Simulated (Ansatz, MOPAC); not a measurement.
Barrier height from H + H2 to the transition structure H3, without zero-point energy, on the benchmark's geometries as Psi4's copy of the set gives them.
Transition structure (charge 0, multiplicity 2):
```json
[
 {"atom": "H", "x (Å)": "0.0000", "y (Å)": "0.0000", "z (Å)": "0.0000"},
 {"atom": "H", "x (Å)": "0.0000", "y (Å)": "0.0000", "z (Å)": "0.9295"},
 {"atom": "H", "x (Å)": "0.0000", "y (Å)": "0.0000", "z (Å)": "-0.9295"}
]
```
Reactant (charge 0, multiplicity 1):
```xyz
2

H      0.0000     0.0000     0.0000
H      0.7419     0.0000     0.0000
```

Open shells are unrestricted; no spin–orbit coupling.

CBS: X⁻³ extrapolation of the correlation energy, Hartree–Fock from the larger set. The state reached by AM1, PM3, PM6, PM7 isn't checked; PM7 holds dispersion and hydrogen-bond terms.

The values were computed with Ansatz (a first-principles code) with Gaussian orbitals; MOPAC for AM1, PM3, PM6, PM7 (differences of heats of formation). Each number belongs to the level named beside it.

Other levels give for the barrier height: PBE/def2-TZVPPD 15.0; B3LYP/def2-TZVPPD 17.6; wB97M-V/def2-TZVPPD 36.2; CCSD(T)/CBS(aug-cc-pVTZ, aug-cc-pVQZ) 40.3 kJ/mol.

Common cheap choices:

```json
[
 {"level": "AM1", "barrier height (kJ/mol)": "5.0", "less 40.3 (CCSD(T)/CBS(aug-cc-pVTZ, aug-cc-pVQZ))": "-35.3"},
 {"level": "PM3", "barrier height (kJ/mol)": "-54.6", "less 40.3 (CCSD(T)/CBS(aug-cc-pVTZ, aug-cc-pVQZ))": "-94.9"},
 {"level": "PM6", "barrier height (kJ/mol)": "-50.7", "less 40.3 (CCSD(T)/CBS(aug-cc-pVTZ, aug-cc-pVQZ))": "-91.0"},
 {"level": "PM7", "barrier height (kJ/mol)": "-49.4", "less 40.3 (CCSD(T)/CBS(aug-cc-pVTZ, aug-cc-pVQZ))": "-89.7"}
]
```

The set's own value is 9.6 kcal/mol (Zhao et al., J. Phys. Chem. A 109, 2012 (2005), HTBH38), an estimate for the real system.
